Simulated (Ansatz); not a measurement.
System: sulfur monoxide, SO, charge 0, multiplicity 3. 
Geometry from a B3LYP-D3(BJ)/def2-TZVP (Ansatz, an electronic-structure program) optimisation:
SMILES: O=S
```xyz
2

O      0.0000     0.0000    -0.9933
S      0.0000     0.0000     0.4966
```
Charge 0, spin multiplicity 3.

Property: atomisation energy (electronic, to ground-state atoms), in kcal/mol. Cores are frozen in the correlated levels unless marked. UHF or UKS for open shells. Spin-orbit coupling is left out. Non-relativistic. The coupled-cluster limit lacks core correlation, which all-electron functionals hold. CBS(X,Y): correlation extrapolated as X^-3; Hartree-Fock from the larger set (for Q and 5 zeta extrapolated as (X+1)exp(-9√X)).

| level | program | atomisation energy (kcal/mol) |
|---|---|---|
| BHLYP-D3(BJ)/def2-TZVPD | Ansatz + dftd3 | ? |
| HSE06/def2-TZVPD | Ansatz | ? |
| CAM-B3LYP/def2-TZVPD | Ansatz | ? |
| wB97M-V/def2-TZVPD | Ansatz | 126.8 |
| CCSD/aug-cc-pV(T+d)Z | Ansatz | 112.4 |
| CCSD(T)/CBS(cc-pV(Q+d)Z,cc-pV(5+d)Z) | Ansatz | 125.5 |

### Question
Some entries are withheld; supply them.

### Answer

- BHLYP-D3(BJ)/def2-TZVPD, atomisation energy (kcal/mol): 109.7
- HSE06/def2-TZVPD, atomisation energy (kcal/mol): 126.9
- CAM-B3LYP/def2-TZVPD, atomisation energy (kcal/mol): 126.0
